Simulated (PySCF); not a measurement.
Species: C4H5FO.
Atom-mapped SMILES: `[O:1]=[C:2]([F:3])[CH:4]1[CH2:5][CH2:6]1` (hydrogens: H7 on C4; H8, H9 on C5; H10, H11 on C6)

Level: wB97X-D/pcSseg-2 in PySCF, non-relativistic, on one gas-phase PBE0-D3(BJ)/def2-TZVP geometry that isn't relaxed in the solvent. The solvent is an IEF-PCM continuum (cavity from Bondi-type radii × 1.2). Specific hydrogen bonds and non-electrostatic terms are outside this model.

Gas phase at wB97X-D/pcSseg-2: HOMO -10.87 eV, LUMO 1.46 eV, dipole 3.43 D.

Task: What does the continuum do to the energy, the frontier levels and the dipole at wB97X-D/pcSseg-2 in chloroform?

Result: 
```
   solvent      ε  E(solvent) − E(gas) (kcal/mol)  polarisation term (kcal/mol)  distortion of the solute (kcal/mol)  HOMO (eV)  LUMO (eV)  dipole (D)
chloroform  4.711                           -3.52                         -3.95                                 0.43     -10.80       1.45        4.04
```

The first energy column is the sum of the next two and covers electrostatics alone.

Task: Which radius a makes the point-dipole formula ΔE = −[(ε − 1)/(2ε + 1)]·μ²/a³ give the value in chloroform, with the gas-phase dipole?

Result: μ = 1.350 au and |ΔE| = 0.00562 Eh give a = 2.58 Å; the farthest nucleus lies 2.65 Å from the centroid of the nuclei, so such a sphere wouldn't even hold the nuclei. The formula assumes a rigid point dipole at the centre of a sphere.

Shape of the structure used: `[O:1]=[C:2]([F:3])[CH:4]1[CH2:5][CH2:6]1`: O1–C2–C4–C5 33°.

Note: wB97X-D ran without an empirical dispersion term, which enters the total energy and its gradient alone.
